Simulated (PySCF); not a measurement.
ammonia (H₃N), SMILES N. Coordinates come from a PBE-D3(BJ)/def2-TZVPD optimisation.

TDDFT-PBE/def2-TZVPD run with PySCF 2.14.0 puts the lowest singlet excitations at 5.95, 8.10, 8.10, 9.57, 9.57, 9.90 eV.

What are the lowest excitation roots from ADC(3)/aug-cc-pVDZ run with PySCF 2.14.0? (The exact figures need the calculation; the answer reports its results.)

6.58, 8.21, 8.21, 9.80, 10.50, 10.61 eV. S1 differs by 0.63 eV (second minus first; roots are paired by order, and the bases may differ).
